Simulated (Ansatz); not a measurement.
We consider zinc-blende HgTe, described by PBE-D4 (PAW; Ansatz, a program for electronic structure).

Run with plane-wave cutoff 520 eV, 10×10×10 k mesh, Fermi–Dirac smearing 0.01 eV, scalar-relativistic PAW data made under PBE.

Energies at three volumes about the minimum:

| V (Å³/atom) | E − E_lowest (meV/atom) |
|---|---|
| 34.300 | 1.83 |
| 35.000 | 0.00 |
| 35.700 | 1.69 |

Task: Fit a parabola by hand: where is the minimum, what lattice constant follows, and what is the bulk modulus?

Result: Slopes: (0.00 − 1.83)/(35.000 − 34.300) = -2.614 and (1.69 − 0.00)/(35.700 − 35.000) = 2.414 meV/Å³. Curvature E″ = 2 × (2.414 − (-2.614))/(35.700 − 34.300) = 7.183 meV/Å⁶. From the middle of the first interval, the slope vanishes at V0 = 34.6500 − (-2.614)/7.183 = 35.014 Å³/atom. B = V0 E″ = 35.014 × 7.183 meV/Å³ × 0.1602 GPa per meV/Å³ = 40.3 GPa. With 8 atoms in the cube, a = (8 × 35.014)^(1/3) = 6.543 Å. The full Birch–Murnaghan fit to all volumes gives V0 = 35.000 Å³/atom and B0 = 40.2 GPa.

Measured, for comparison: bulk modulus 42.3 GPa (temperature not stated, not corrected to a static lattice; as tabulated in Toher et al. (2017), arXiv:1611.05714); lattice constant a 6.46 Å (room temperature, not corrected to a static lattice; as tabulated in Cava et al. (2013), arXiv:1302.1059). Computed (rounded) less measured: bulk modulus -5 %.
